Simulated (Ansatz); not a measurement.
Two isomers of C5H8O: A = `C=CCC1CO1`, B = `O=C1CCCC1`.

Calculated with Ansatz (gas phase, PBE0-D4/def2-TZVP geometries, no zero-point term in ΔE). CCSD(T)/CBS is the MP2 limit (def2-TZVPP, def2-QZVPP) plus CCSD(T) − MP2 in def2-TZVPP, frozen cores. Functionals use def2-TZVPP. B3LYP here is the variant with VWN-RPA as its local correlation; programs differ in this. One conformer a species, not always the lowest.

(1) Which isomer does CCSD(T)/CBS put lower? Give the gap. (An estimate is asked.)

(2) Give E(B) − E(A) in kcal/mol with B2PLYP, B3LYP-D4, PBE-D4, CCSD/def2-TZVPP, HF/def2-TZVPP, B3LYP, CCSD(T)/def2-TZVPP. (Estimate.)

Largest T1 diagnostic: 0.013.

## Answers

(1) The calculation gave: B, by 45.7 kcal/mol.

(2) Ansatz gave: B2PLYP -45.8, B3LYP-D4 -45.3, PBE-D4 -45.6, CCSD/def2-TZVPP -46.3, HF/def2-TZVPP -47.5, B3LYP -44.5, CCSD(T)/def2-TZVPP -46.0. None reverses the order clearly.

From PBE to PBE0 (25 % exact exchange), in def2-TZVPP and without D4, E(B) − E(A) moves by −2.2 kcal/mol. The D4 term adds −0.8 kcal/mol with B3LYP and −0.3 kcal/mol with PBE0; it sums over pairs of atoms, weighted by their polarisabilities, and B3LYP, whose exchange is more repulsive, gets the larger term.
